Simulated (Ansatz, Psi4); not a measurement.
Errors in the atomisation enthalpy at 298 K

8 molecules of light elements (H to F); the atomisation enthalpy at 298 K in kJ/mol, computed less measured. Shapes, held fixed at every level: PBE0-D4/def2-TZVP. Flexible molecules stand in one conformer, not always the lowest. Thermal terms are harmonic and unscaled (PBE0-D4/def2-TZVP); the spin-orbit lowering of the free atoms is taken from their spectra. Programs: Ansatz 0.2.0, Psi4 1.11. Measured values: Active Thermochemical Tables.

Levels: A = SPW92/def2-TZVPP; B = PBE0-D4/def2-TZVPP; C = CCSD(T)/CBS estimate.

```
            molecule  from tabulated heats     A    B   C
CO (carbon monoxide)                  1077  +164  -17  -5
    C2H2 (acetylene)                  1641  +226   -4  -9
      NH3 (SMILES N)                  1172  +158  -16  +2
    CH3F (SMILES CF)                  1687  +246   -9  -1
     CH4O (methanol)                  2039  +301  -14  +2
    N2H4 (hydrazine)                  1721  +316   -4   0
  CH5N (methylamine)                  2300  +325   -2   0
       C2H6 (ethane)                  2826  +338   +2  -2
```

**Question.** Which level does best on this set, which worst, and which err to one side?

**Answer.** 
| level | kind | mean error | mean absolute error | worst case |
| --- | --- | --- | --- | --- |
| SPW92/def2-TZVPP | LDA | +259.2 | 259.2 | C2H6 |
| PBE0-D4/def2-TZVPP | global hybrid | -8.0 | 8.5 | CO |
| CCSD(T)/CBS estimate | coupled cluster or CI | -1.6 | 2.6 | C2H2 |

On this set CCSD(T)/CBS estimate has the smallest mean absolute error and SPW92/def2-TZVPP the largest. SPW92/def2-TZVPP is too high in 8 of 8; PBE0-D4/def2-TZVPP is too low in 7 of 8. Heats of the atoms come from ATcT where it has them. The levels differ in basis as well as in method. For SPW92/def2-TZVPP the error tends to grow with the atomisation enthalpy. The CBS estimate extrapolates MP2 from def2-TZVPP and def2-QZVPP and adds CCSD(T) − MP2 in the triple-zeta set, cores frozen. The set is small.
